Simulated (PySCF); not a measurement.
Relaxation of doublet NO2

These are results of UB3LYP in PySCF with N def2-TZVP, O def2-TZVP; no relativity; density-fitted integrals, not measurements. A (50,194) grid was used.

A hand-made linear start, of D∞h symmetry, held to at least that symmetry:

```xyz
3
charge 0 multiplicity 2, angstrom
N     0.0000    0.0000    0.0000
O     0.0000    0.0000    1.1700
O     0.0000    0.0000   -1.1700
```

(1) What does it relax to?

(2) How much energy is released, and in how many steps?

Results:

(1) It ends at D∞h with N–O 1.196 Å (×2); O–N–O 180.0°. A frequency run shows 1 imaginary mode, down to 1275i cm⁻¹, so it is a saddle point.

(2) 5.7 kJ/mol in 4 steps.
